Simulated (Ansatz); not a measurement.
Results of LDA (Ansatz, an electronic-structure program, plane waves, PAW) for rock-salt HfC.

Run with plane-wave cutoff 520 eV, 16×16×16 k mesh, Fermi–Dirac smearing 0.1 eV, perturbation theory, force constants from a 4×4×4 q mesh, scalar-relativistic PAW data made under PBE.

Problem. What does this level give for the zone-centre TO phonon frequency and zero-point energy?

Solution. 
- zone-centre TO phonon frequency: 463 cm⁻¹
- zero-point energy: 0.069 eV/atom

Spin–orbit coupling is not included.

Computing time: around 30 core-minutes (rough).
